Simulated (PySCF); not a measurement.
# AlH3S (SMILES [AlH2][SH]): levels of theory compared

We compute a comparison of 5 runs (HF/STO-3G, HF/3-21G, B3LYP/6-31G*, B2PLYP/def2-TZVP, SCS-MP2/def2-TZVP) of AlH3S. Input form: a Python script.

The calculation is run with PySCF 2.14.0.

1 further run of the same task is left out (set aside as unsound or not needed).

### Step 1. The molecule

AlH3S has 5 atoms, charge 0, and is taken as a singlet. As SMILES, `[AlH2][SH]`. Geometry: relaxed at PBE0-D4/def2-TZVP.

Bond lengths: Al1–S2 2.181 Å, Al1–H3 1.579 Å, Al1–H4 1.581 Å, S2–H5 1.344 Å. Angles: Al1–S2–H5 93.7°, S2–Al1–H3 116.5°, S2–Al1–H4 118.9°, H3–Al1–H4 124.6°.

### Step 2. The energy at HF/STO-3G (run 1)

Input file input.py:

```python
from pyscf import gto, scf

system = gto.M(
    atom='''
Al    -1.164260    -0.121320    -0.343363
S      2.133690    -0.648365     2.072274
H     -3.744870    -1.228511     0.663483
H     -0.833558     1.315249    -2.941170
H      3.703296     0.543863     0.470542
''',
    max_memory=1860,
    basis='sto-3g',
    spin=0,
    unit='bohr',
    verbose=4,
    charge=0,
)

hf = scf.RHF(system)
hf.conv_tol = 1e-10
hf.kernel()
if not hf.converged:
    hf = hf.newton().run(hf.mo_coeff, hf.mo_occ)

e_tot = hf.e_tot
print('E = %.10f Eh' % e_tot)
```

On the command line:

```console
$ OMP_NUM_THREADS=1 python input.py
```

Standard output:

```text
PySCF version 2.14.0

[... 55 lines left out ...]
converged SCF energy = -633.945389494647
E = -633.9453894946 Eh
```

Wall time 0.56 s (1 thread of Arm Neoverse V2, shared host); peak memory 0.097 GiB.

### Step 3. The energy at HF/3-21G (run 2)

Input file job.py:

```python
# [AlH2][SH]
from pyscf import gto, scf

mol = gto.M(
    atom='''
Al    -0.616100    -0.064200    -0.181700
S      1.129100    -0.343100     1.096600
H     -1.981700    -0.650100     0.351100
H     -0.441100     0.696000    -1.556400
H      1.959700     0.287800     0.249000
''',
    max_memory=1860,
    basis='3-21g',
    verbose=3,
)

mf = scf.RHF(mol)
mf.conv_tol = 1e-10
mf.kernel()
if not mf.converged:
    mf = mf.newton().run(mf.mo_coeff, mf.mo_occ)

e_tot = mf.e_tot
print('E(%s) = %.9f' % ('HF', e_tot))
```

On the command line:

```console
$ OMP_NUM_THREADS=1 python job.py
```

Standard output:

```text
converged SCF energy = -637.905969633424
E(HF) = -637.905969633
```

Run time: 0.6 s. Hardware: 1 thread of Arm Neoverse V2, shared host; peak memory 0.096 GiB.

Run 3 isn't shown in full; the table further down has it.

### Step 4. A single-point energy at B2PLYP/def2-TZVP (run 4)

Input file calc.py:

```python
from pyscf import gto, dft, mp

mol = gto.M(
    atom='''
Al  -0.616100  -0.064200  -0.181700
S    1.129100  -0.343100   1.096600
H   -1.981700  -0.650100   0.351100
H   -0.441100   0.696000  -1.556400
H    1.959700   0.287800   0.249000
''',
    basis='def2-tzvp',
    spin=0,
    max_memory=1860,
    verbose=4,
)

calc0 = dft.RKS(mol, xc='0.53*HF + 0.47*B88, 0.73*LYP')
calc0.grids.level = 5
calc0.conv_tol = 1e-10
calc0.kernel()
if not calc0.converged:
    calc0 = calc0.newton().run(calc0.mo_coeff, calc0.mo_occ)

pt = mp.MP2(calc0, frozen=10).run()
energy = calc0.e_tot + 0.27 * pt.e_corr
print('PT2 part  %.8f' % (0.27 * pt.e_corr))
print(f'total energy: {energy:.8f} hartree')
```

On the command line:

```console
$ OMP_NUM_THREADS=1 python calc.py
```

Standard output:

```text
PySCF version 2.14.0

[... 73 lines left out ...]
converged SCF energy = -642.135295330652
[... 1 line left out ...]
******** <class 'pyscf.mp.mp2.RMP2'> ********
nocc = 6, nmo = 82
frozen orbitals 10
E(RMP2) = -642.445926953785  E_corr = -0.310631623133075
E(SCS-RMP2) = -642.454652635996  E_corr = -0.319357305343786
E_corr(same-spin) = -0.0616161258645046
E_corr(oppo-spin) = -0.24901549726857
PT2 part  -0.08387054
total energy: -642.21916587 hartree
```

Wall time 9.3 s (1 thread of Arm Neoverse V2, shared host); peak memory 0.45 GiB.

### Step 5. A single-point energy at SCS-MP2/def2-TZVP (run 5)

Input file run.py:

```python
# [AlH2][SH]
from pyscf import gto, scf, mp

system = gto.M(
    atom='''
Al    -1.164260    -0.121320    -0.343363
S      2.133690    -0.648365     2.072274
H     -3.744870    -1.228511     0.663483
H     -0.833558     1.315249    -2.941170
H      3.703296     0.543863     0.470542
''',
    verbose=3,
    spin=0,
    basis='def2-tzvp',
    unit='bohr',
    charge=0,
    max_memory=1860,
)

myscf = scf.RHF(system)
myscf.conv_tol = 1e-10
myscf.kernel()
if not myscf.converged:
    myscf = myscf.newton().run(myscf.mo_coeff, myscf.mo_occ)

pt = mp.MP2(myscf, frozen=10).run()
etot = myscf.e_tot + 1.2 * pt.e_corr_os + pt.e_corr_ss / 3
print('Final energy', etot)
```

On the command line:

```console
$ OMP_NUM_THREADS=1 python run.py
```

Standard output:

```text
converged SCF energy = -641.24807134339
E(RMP2) = -641.498313094987  E_corr = -0.250241751597424
E(SCS-RMP2) = -641.506344673283  E_corr = -0.258273329893587
Final energy -641.5063446732836
```

Run time: 1.7 s. Hardware: 1 thread of Arm Neoverse V2, shared host; peak memory 0.2 GiB.

### Step 6. Overview of the runs

```
run                               level  integration grid  frozen core orbitals  energy (Eh)  dipole moment (D) of the reference  HOMO energy (eV)  LUMO energy (eV)  wall time
  1                           HF/STO-3G                 –                     –  -633.945389                                1.51             -6.67              8.61     0.56 s
  2                            HF/3-21G                 –                     –  -637.905970                                2.31            -10.64              1.03      0.6 s
  3  B3LYP/6-31G* (spherical functions)                 5                     –  -642.449522                                1.27             -7.51             -1.59      4.5 s
  4                    B2PLYP/def2-TZVP                 5                    10  -642.219166                                1.04             -8.79             -0.39      9.3 s
  5                   SCS-MP2/def2-TZVP                 –                    10  -641.506345                                1.15            -10.53              1.27      1.7 s
```

### Step 7. Results

```
                                           quantity          value
                                run 5: total energy  -641.50634 Eh
        run 5: dipole moment (Hartree–Fock density)         1.15 D
         run 5: HOMO energy (Hartree–Fock orbitals)      -10.53 eV
         run 5: LUMO energy (Hartree–Fock orbitals)        1.27 eV
       run 5: HOMO–LUMO gap (Hartree–Fock orbitals)       11.79 eV
run 5: correlation energy (10 core orbitals frozen)     -258.3 mEh
```

Over runs 1, 2, 3, 4 the dipole moment (its size) runs from 1.04 D (B2PLYP/def2-TZVP) to 2.31 D (HF/3-21G). The two ends differ in method and basis. A double hybrid's value is that of its SCF part. Over runs 1, 2, 3, 4 the HOMO–LUMO gap runs from 5.92 eV (B3LYP/6-31G*) to 15.28 eV (HF/STO-3G). Totals of different functionals can't be ranked against each other. In run 1 the basis is minimal, so the values are rough. All runs together took 17 s, the longest 9.3 s.
